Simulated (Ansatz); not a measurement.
Geometry optimisation, Ansatz 0.2.0, RHF/def2-TZVP.

Input file:

```yaml
crystal:
  periodic: [false, false, false]
  atoms:
    - { symbol: B, position_ang: [0.0, 0.0, 0.0] }
    - { symbol: O, position_ang: [0.9238, 0.0, 1.3186] }
    - { symbol: H, position_ang: [0.0143, -0.2814, 1.6557] }
    - { symbol: H, position_ang: [1.3899, 0.0, 0.0173] }
    - { symbol: H, position_ang: [-1.0305, 0.0, -0.595] }
basis:
  gaussian: { orbitals: def2-TZVP }
hamiltonian:
  xc: hf
relax:
  f_tol: 0.15
  max_steps: 25
  restrain:
    - { distance: [1, 3], at: 1.01, k: 30.0 }
    - { distance: [0, 1], at: 2.61, k: 30.0 }
    - { distance: [0, 3], at: 2.39, k: 30.0 }
```

Command:

```bash
$ ansatz run input.yaml --threads 1 --pin off --max-ram 2048MiB --backend cpu --events-out ev --progress --plain --runs-dir out
```

**Question.** Where does it end, and by what steps?

**Answer.** It converged. The restraints hold the end off the free minimum; the threshold counts their pulls, which the force column leaves out. Restrained pairs: O2–H4 (1.38 → 0.97 Å), B1–O2 (1.61 → 2.61 Å), B1–H4 (1.39 → 2.40 Å). After 13 steps the energy has fallen by 1.702 eV (the restraints' own energy left out); B1 moved furthest, 1.07 Å. The start is strongly strained (largest force component 9 eV/Å), so its close contacts needn't be bonds.

| step | energy less start (eV) | largest force component (eV/Å) | accepted |
| --- | --- | --- | --- |
| 0 | 0.0000 | 9.158 | yes |
| 1 | 2.3915 | 12.707 | yes |
| 2 | 3.6396 | 12.011 | yes |
| 3 | 1.5095 | 8.110 | yes |
| 4 | -0.8311 | 2.340 | yes |
| 5 | -1.1414 | 2.982 | yes |
| 6 | -1.4679 | 1.909 | yes |
| 7 | -1.3854 | 3.952 | no |
| 8 | -1.5608 | 1.516 | yes |
| 9 | -1.6368 | 1.174 | yes |
| 10 | -1.6744 | 1.027 | yes |
| 11 | -1.6967 | 1.069 | yes |
| 12 | -1.6260 | 2.101 | no |
| 13 | -1.7025 | 0.993 | yes |

```xyz
5
Properties=species:S:1:pos:R:3
B -0.328 -0.018 -1.013
O 0.804 0.158 1.333
H 0.805 -0.555 1.949
H 1.418 -0.088 0.628
H -1.401 0.221 -0.499
```

The run took 5 s on 1 thread of Intel(R) Xeon(R) Platinum 8488C (Sapphire Rapids), on a shared host, peak memory 0.12 GiB.
